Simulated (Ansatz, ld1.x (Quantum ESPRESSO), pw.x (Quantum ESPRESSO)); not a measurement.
From atom to crystal: TM potential for aluminium (Al)

```
Element                 : aluminium (Al)
Generator               : ld1.x (Quantum ESPRESSO) 7.5
Type                    : norm-conserving Troullier–Martins (Kleinman–Bylander form)
Functional              : LDA (PW92)
Relativity              : scalar-relativistic
Frozen core             : [Ne]
Valence charge          : 3
Reference configuration : 3s1.5 3p0 (charge +1.5)
Partial waves           : 3s (bound): rc 2.00 bohr; 3d channel at 0.4 Ry: rc 2.62 bohr; 3p (bound, empty): rc 1.75 bohr
Local potential         : the p channel
Core correction         : Bessel-smoothed model core, default radius (core density twice the valence density)
```

Atomic tests: cutoffs needed: 10 Ry and 30 Ry (the cutoffs (Ry, on a coarse ladder) from which the occupation-weighted sum of valence levels, in a spherical-Bessel basis at the reference potential, stays within 10 and 1 mRy of its value at 400 Ry); ghost test: no extra level below or beside the all-electron valence levels (s, d, p, f tested) (spherical-Bessel basis up to 400 Ry, 20 bohr box); largest excitation error: +9.0 meV (all-electron minus pseudo) for 3s2 3p1.3, out of 7 test configurations.

Crystal test: sc Al in pw.x 7.5, no spin, 12³ k-points, Fermi–Dirac smearing 0.01 Ry, cutoffs 50/200 Ry. The reference is all-electron LAPW (Ansatz 0.2.0) with the same functional, mesh and smearing; V0 and B0 come from Birch–Murnaghan fits to the pressures at five volumes. Errors are pseudo minus all-electron; Δ is the rms difference of the E(V) curves that follow from these fits, minima aligned, over ±6 % about the mean V0. Mesh and smearing are coarse, so the numbers serve the comparison and aren't converged zero-temperature values; the lattice is a test structure that the element need not adopt.

All-electron: a0 = 2.683 Å (V0 = 19.31 Å³/atom), B0 = 60.7 GPa.

Q: How far does the potential miss the all-electron equation of state?

A: mean pressure error (GPa): -0.48; a0 (Å): 2.676; a0 error (%): -0.26; B0 error (%): +1.6; Δ (meV/atom): 2.0.

```tsv
V (Å³/atom)	P all-electron (GPa)	P pseudo (GPa)
18.267	3.82	3.28
18.747	1.93	1.42
19.228	0.27	-0.20
19.709	-1.18	-1.63
20.189	-2.45	-2.87
```

Q: At the middle volume, how do free energy and pressure move when the wave cutoff is lowered (ecutrho kept at four times it)?

A:

```tsv
cutoff (Ry)	shift of F (meV/atom)	shift of P (GPa)
22	+57.8	-0.65
30	+12.0	-0.41
40	+1.3	+0.07
```

The 8 pw.x runs together took about 60 s on one core of a shared server CPU.
